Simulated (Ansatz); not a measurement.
Input file:

```yaml
crystal:
  periodic: [false, false, false]
  atoms:
    - {symbol: Al, position_ang: [0.000000, 0.000000, 0.000000]}
    - {symbol: P, position_ang: [0.000000, 0.000000, 3.805000]}
basis:
  gaussian: {orbitals: cc-pVDZ}
total_charge: 1
magnetization: {spin_polarized: false, initial_magnetization: 1}
correlation: {method: bccd_t, electrons: outside_noble_gas}
```

```sh
$ ansatz run in.yaml --threads 1 --pin off --events-out ev --progress --plain --max-ram 2393MiB
```

Log:

```
374 factors; integrals over basis functions are off by at most 3.8e-4 eV
mean field evaluation 1: about -15844.9954 eV, gradient 6.7e0 eV
mean field evaluation 2: about -15845.0100 eV, gradient 6.6e0 eV
mean field evaluation 4: about -15845.2926 eV, gradient 4.4e-1 eV
mean field evaluation 8: about -15845.2959 eV, gradient 4.5e-4 eV
mean field evaluation 16: about -15845.2739 eV, gradient 1.5e0 eV
mean field evaluation 32: about -15844.8773 eV, gradient 8.4e-5 eV
mean field evaluation 64: about -15844.5735 eV, gradient 1.5e-4 eV
mean field evaluation 96: about -15844.8739 eV, gradient 1.4e-1 eV
mean field evaluation 128: about -15845.2944 eV, gradient 2.5e-1 eV
mean field evaluation 160: about -15844.8773 eV, gradient 1.2e-4 eV
...
cycle   3  -3.76535659 eV  change    4.5e-4 eV  update   5.8e-4
cycle   4  -3.76518000 eV  change    1.8e-4 eV  update   3.4e-4
cycle   5  -3.76523298 eV  change   -5.3e-5 eV  update   1.6e-4
cycle   6  -3.76522809 eV  change    4.9e-6 eV  update   6.3e-5
cycle   7  -3.76521185 eV  change    1.6e-5 eV  update   3.3e-5
cycle   8  -3.76518869 eV  change    2.3e-5 eV  update   2.4e-5
cycle   9  -3.76516042 eV  change    2.8e-5 eV  update   1.7e-5
cycle  10  -3.76513895 eV  change    2.1e-5 eV  update   1.0e-5
cycle  11  -3.76513205 eV  change    6.9e-6 eV  update   4.8e-6
cycle  12  -3.76513008 eV  change    2.0e-6 eV  update   2.4e-6
perturbative correction -0.09310970 eV, -0.0034217185 hartree
Total energy: -15849.15411188 eV, -582.4456706691 hartree
```

For the same geometry and basis full CI lies 72.5 meV lower. By full CI's occupations no single determinant describes the state well.

Ran on 1 thread of Arm Neoverse V2, shared host: 3.2 s wall, 0.09 GiB peak host memory.
